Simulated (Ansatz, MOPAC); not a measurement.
Species: sodium chloride, NaCl, charge 0, multiplicity 1. SMILES: [Na][Cl]

Atoms: Na1, Cl2. Bonds: Na1-Cl2.

Bond lengths (Å) and angles (degrees) optimised at PM6 with MOPAC; PM7 with MOPAC; B3LYP/6-31G* with Ansatz (a first-principles code), each started from the B3LYP-D3(BJ)/def2-TZVP structure (Ansatz) of the last column. A row stands for all coordinates that are equal there. 6-31G* holds six Cartesian d functions.

```
coordinate    PM6    PM7  B3LYP/6-31G*  B3LYP-D3(BJ)/def2-TZVP
----------  -----  -----  ------------  ----------------------
Na1-Cl2     1.700  2.406         2.376                   2.363
```

Mean signed difference of all 1 bond lengths from B3LYP-D3(BJ)/def2-TZVP: PM6 -0.663 Å, PM7 0.043 Å, B3LYP/6-31G* 0.012 Å.
